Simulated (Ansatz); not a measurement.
# bcc Nb

Level of theory: PBEsol in Ansatz (plane waves, PAW).

Numerical settings: plane-wave cutoff 500 eV, 4×4×4 k mesh, Fermi–Dirac smearing 0.1 eV, cell of 54 sites, scalar-relativistic PAW data made under PBE.

Cell: relaxed at this level.

| Property | Result |
|---|---|
| vacancy formation energy | 2.99 eV |
| vacancy formation energy before relaxation | 3.23 eV |

Measured, for comparison: vacancy formation energy 2.65 ± 0.3 eV (no zero-point or thermal correction, monovacancy, our sources range from 2.65 to 2.83; as tabulated in Mehl and Papaconstantopoulos (1996), arXiv:mtrl-th/9602003). Computed (rounded) less measured: vacancy formation energy +0.34 eV (+0.16 eV to +0.34 eV over the range).

Note: energies are extrapolated to zero smearing, and mesh and cell size move such values by some hundredths of an eV or more.

The computed numbers hold no vibrational or temperature effects.

Ansatz is an electronic-structure program.
